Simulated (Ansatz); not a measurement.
# C2H2F2: the cost of one run

Computed with Ansatz 0.2.0 (the levels named in each step, unless a step's input says otherwise).

### Step 1. The starting structure

Bond lengths: C1–C2 1.312 Å, C2–F3 1.328 Å, C2–F4 1.324 Å, C1–H5 1.057 Å, C1–H6 1.088 Å. Angles: C1–C2–F3 126.0°, C1–C2–F4 124.7°, F3–C2–F4 109.3°, C2–C1–H5 121.6°, C2–C1–H6 119.2°, H5–C1–H6 119.2°.

Structure file:

```xyz
6

C     1.4480   -0.1777   -0.1098
C     0.1495   -0.0178   -0.0114
F    -0.7527   -0.9889    0.0677
F    -0.4658    1.1539    0.0245
H     2.1043    0.6482   -0.1675
H     1.8587   -1.1849   -0.1325
```

### Step 2. A rough first relaxation, PBE-D4/def2-SVP

Input file input.yaml:

```yaml
crystal:
  periodic: [false, false, false]
  atoms:
    - { symbol: C, position_ang: [1.448, -0.17774, -0.1098] }
    - { symbol: C, position_ang: [0.14951, -0.0178, -0.01136] }
    - { symbol: F, position_ang: [-0.75268, -0.9889, 0.0677] }
    - { symbol: F, position_ang: [-0.46578, 1.1539, 0.02455] }
    - { symbol: H, position_ang: [2.10431, 0.6482, -0.16753] }
    - { symbol: H, position_ang: [1.85874, -1.18486, -0.13251] }
basis:
  gaussian: { orbitals: def2-SVP }
hamiltonian:
  xc: pbe
  dispersion: d4
relax:
  f_tol: 0.03
  max_steps: 200
```

On the command line:

```bash
> ansatz run input.yaml --threads 4 --pin off --max-ram 10240MiB --backend cpu --events-out ev --progress --plain --runs-dir out
```

**Question.** How long does this run take on 4 threads of Intel Xeon at 2.70GHz, shared host, and how much memory does it need?

About 2.4 s, with a peak of 0.13 GiB.
